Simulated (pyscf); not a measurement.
Thermochemistry of product channels of `[OH][Si]([OH])([F])[F]` + `[FH]` on the singlet surface, in kcal/mol, from CCSD(T)/def2-TZVPP + ΔMP2(QZVPP) energies (ideal gas, 1 atm, RRHO with modes under 100 cm⁻¹ raised to 100, one conformer, R ln 2 for chiral ones without a mode under 150 cm⁻¹). Single points on ωB97X-D3(BJ)/def2-SVP structures (PySCF, gas phase). Correlated levels are frozen-core, on RHF or UHF. ΔMP2 is the change of the MP2 total energy from the triple- to the quadruple-zeta basis.

```
products                                   ΔE  ΔH(298 K)  ΔG(298 K)  ΔG(1200 K)
---------------------------------  ----------  ---------  ---------  ----------
`[OH][SiH]([OH])[F]` + `[F][F]`    (withheld)     +165.8     +164.9      +163.4
`[OH][Si]([F])([F])[F]` + `[OH2]`  (withheld)       -7.8       -8.2        -8.0
```

What belongs in the gaps?


- `[OH][SiH]([OH])[F]` + `[F][F]`, ΔE: +167.0
- `[OH][Si]([F])([F])[F]` + `[OH2]`, ΔE: -8.3

These are energies of the channels, which say nothing of barriers. The CCSD(T) − MP2 part came from Ansatz, without density fitting, on the same reference.
